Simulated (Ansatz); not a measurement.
Worked example: vertical ionisation energy of C2H6S2 (1,2-ethanedithiol)

C2H6S2: 10 atoms, total charge 0, spin state singlet. SMILES: `SCCS`. The coordinates come from a PBE0-D4/def2-TZVP relaxation. This is one conformer, not always the lowest.

Both states at this one shape; open shells run unrestricted unless said. 1 Eh = 27.2114 eV.

```tsv
level	program	singlet C2H6S2 (Eh)	doublet [C2H6S2]+ (Eh)	HOMO of the first (eV)
HF/3-21G	Ansatz	-869.896159	-869.574888	-9.94
B3LYP/6-31G* (spherical functions)	Ansatz	-876.189004	-875.865890	-6.58
B3LYP/6-31G* (Cartesian functions)	Ansatz	-876.196150	-875.873030	-6.58
```

Q: Work out the vertical ionisation energy at each level.

A: 
1. HF/3-21G: -869.574888 − (-869.896159) = 0.321271 Eh = 8.74 eV; −ε(HOMO) = 9.94 eV.
2. B3LYP/6-31G* (spherical functions): -875.865890 − (-876.189004) = 0.323114 Eh = 8.79 eV; −ε(HOMO) = 6.58 eV.
3. B3LYP/6-31G* (Cartesian functions): -875.873030 − (-876.196150) = 0.323120 Eh = 8.79 eV; −ε(HOMO) = 6.58 eV.

No measured value is set beside it here; the levels span 8.74 to 8.79 eV. In Hartree–Fock, −ε(HOMO) (Koopmans) exceeds the difference of totals by the orbital relaxation of the ion. Hartree–Fock favours the state with fewer electron pairs, since it lacks pair correlation.
